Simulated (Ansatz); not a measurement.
The input, for Ansatz 0.2.0:

```yaml
crystal:
  periodic: [false, false, false]
  atoms:
    - {symbol: Ge, position_ang: [0.000000, 0.000000, 2.102400]}
    - {symbol: Si, position_ang: [0.000000, 0.000000, -0.250300]}
    - {symbol: N, position_ang: [0.000000, 0.000000, -1.852100]}
basis:
  gaussian: {orbitals: cc-pVDZ}
magnetization: {spin_polarized: true, initial_magnetization: 3}
hamiltonian: {xc: {name: r2SCAN}}
output: {forces: true}
```

```sh
$ ansatz run in.yaml --threads 1 --pin off --events-out ev --progress --plain --max-ram 2393MiB
```

The program prints:

```
650 factors; integrals over basis functions are off by at most 6.8e-4 eV
mean field evaluation 1: about -65859.9347 eV, gradient 5.6e1 eV
mean field evaluation 2: about -65645.0626 eV, gradient 1.3e2 eV
mean field evaluation 4: about -65867.2933 eV, gradient 3.4e1 eV
mean field evaluation 8: about -65878.3736 eV, gradient 3.9e-1 eV
mean field evaluation 16: about -65878.3775 eV, gradient 6.0e-4 eV
mean field evaluation 32: about -65859.9347 eV, gradient 5.6e1 eV
mean field evaluation 64: about -65878.2596 eV, gradient 6.6e-1 eV
mean field -65878.37754943 eV, -2420.9857209736 hartree, gradient 2.5e-6 eV, S^2 3.776034; 8 other end points of the search recorded, 0 dependent functions left out
the calculation of the forces begins
reference -65878.37755881 eV, -2420.9857213181 hartree; 28, 25 occupied and 31, 34 virtual orbitals, 650 factors
Total energy: -65878.37755881 eV, -2420.9857213181 hartree
Atom 0 at     0.000000     0.000000     2.102400 Å, force     0.000000    -0.000000    -0.204460 eV/Å
Atom 1 at     0.000000     0.000000    -0.250300 Å, force    -0.000000    -0.000000     3.745645 eV/Å
Atom 2 at     0.000000     0.000000    -1.852100 Å, force     0.000000     0.000000    -3.541185 eV/Å
Dipole moment:    -0.000000    -0.000000     0.373389 e Å
```

Forces (eV/Å):
```
Ge   0.000  0.000 -0.204
Si   0.000  0.000  3.746
N    0.000  0.000 -3.541
```

Ran on 1 thread of Arm Neoverse V2, shared host: 21 s wall, 0.14 GiB peak host memory.
